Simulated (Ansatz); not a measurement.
# BFH3N: a rigid scan of the angle H6–B2–N1

An exercise on one series of results from a longer session: the logs are not shown, and one member is left open.

The runs use Ansatz 0.2.0, Gaussian basis; single points in def2-TZVPP.

Levels: PBE-D4, r2SCAN-D4, PBE0-D4, B3LYP-D4, wB97M-V, Hartree-Fock, MP2, CCSD, CCSD(T). The scan takes 97.8, 103.8, 109.8, 115.8, 121.8, 127.8, 133.8, 139.8, 145.8°.

Cores are frozen in the correlated methods. B3LYP uses VWN-RPA correlation.

44 further runs of the same task are left out: 44 set aside as unsound or not needed.

## Where the work starts

The minimum, relaxed at PBE0-D4: SMILES `NBF`, 6 atoms, charge 0, spin multiplicity 1.

Atoms are counted from 1 here; the program's logs count them from 0.

Bond lengths: N1–B2 1.389 Å, N1–H4 1.004 Å, N1–H5 1.006 Å, B2–F3 1.338 Å, B2–H6 1.196 Å. Angles: B2–N1–H4 122.4°, B2–N1–H5 122.9°, H4–N1–H5 114.6°, N1–B2–F3 119.2°, N1–B2–H6 121.8°, F3–B2–H6 119.0°.

Coordinates:

```mol
BFH3N
  3D, bonds by distance, orders not assigned

  6  5  0  0  0  0  0  0  0  0999 V2000
   -0.4264    0.1011   -0.5821 N   0  0
    0.4157   -0.1517    0.4938 B   0  0
    0.4467    0.7104    1.5159 F   0  0
   -0.4878   -0.5133   -1.3734 H   0  0
   -1.0220    0.9107   -0.6322 H   0  0
    1.1157   -1.1212    0.5318 H   0  0
  1  2  8  0
  1  4  8  0
  1  5  8  0
  2  3  8  0
  2  6  8  0
M  END
```

Energies of the minimum (eV), from earlier single points: PBE-D4 -4931.36212, r2SCAN-D4 -4934.51982, PBE0-D4 -4931.65309, B3LYP-D4 -4937.36045, wB97M-V -4935.32250, CCSD(T) -4928.16746.

At the minimum the angle H6–B2–N1 is 121.8°.

The first run:

Contents of ccsdt-tzvpp/in.yaml:

```yaml
crystal:
  periodic: [false, false, false]
  atoms:
    - {symbol: N, position_ang: [-0.426397, 0.101058, -0.582094]}
    - {symbol: B, position_ang: [0.415738, -0.151693, 0.493775]}
    - {symbol: F, position_ang: [0.446710, 0.710446, 1.515916]}
    - {symbol: H, position_ang: [-0.487796, -0.513325, -1.373424]}
    - {symbol: H, position_ang: [-1.022001, 0.910675, -0.632165]}
    - {symbol: H, position_ang: [0.884922, -1.177530, 0.095216]}
basis:
  gaussian: {orbitals: def2-TZVPP}
correlation: {method: ccsd_t}
```

No record of the launch command was kept for these runs.

Among the steps run: H6–B2–N1 = 97.8°; H6–B2–N1 = 103.8°; H6–B2–N1 = 109.8°; H6–B2–N1 = 115.8°; H6–B2–N1 = 121.8°; H6–B2–N1 = 127.8°; H6–B2–N1 = 133.8°; H6–B2–N1 = 139.8°; H6–B2–N1 = 145.8°.

One of the session's tables, all rows but one given; the rest of the session is left out.

It belongs to the step «The curves». Energies less that of the minimum at the same level (kJ/mol):

| angle (°) | PBE-D4 | PBE0-D4 | B3LYP-D4 | wB97M-V | Hartree-Fock |
| --- | --- | --- | --- | --- | --- |
| 97.8 | 49.2 | 51.8 | 52.7 | 52.2 | 61.6 |
| 103.8 | 27.1 | 28.7 | 29.2 | 29.0 | 34.5 |
| 109.8 | 11.8 | 12.6 | 12.9 | 12.8 | 15.5 |
| 115.8 | 2.9 | 3.1 | 3.2 | 3.2 | 4.1 |
| 121.8 (minimum) | 0.0 | 0.0 | 0.0 | 0.0 | 0.0 |
| 121.8 | 0.0 | 0.0 | 0.0 | 0.0 | 0.0 |
| 127.8 | 3.2 | 3.2 | 3.2 | 3.1 | 3.2 |
| 133.8 | 12.6 | 12.8 | 12.9 | 12.7 | 13.8 |
| 139.8 | ? | ? | ? | ? | ? |
| 145.8 | 51.0 | 52.5 | 53.0 | 52.3 | 58.5 |

**Question.** Estimate the row for angle (°) = 139.8.

Worked estimate for «PBE-D4». A straight line through the neighbours (133.8, 12.6) and (145.8, 51.0) gives 12.6 + (51.0 − 12.6) × (139.8 − 133.8) / (145.8 − 133.8) = 31.8; a parabola fitted to 3 rows on both sides gives 28.5.

The run gave: PBE-D4: 28.4; PBE0-D4: 29.1; B3LYP-D4: 29.3; wB97M-V: 28.9; Hartree-Fock: 32.0. In «PBE-D4» the line misses by +3.4 and the parabola by +0.1.

Limits of these values: A polynomial through the near points puts the CCSD(T) minimum 0.2° below the PBE0-D4 value.
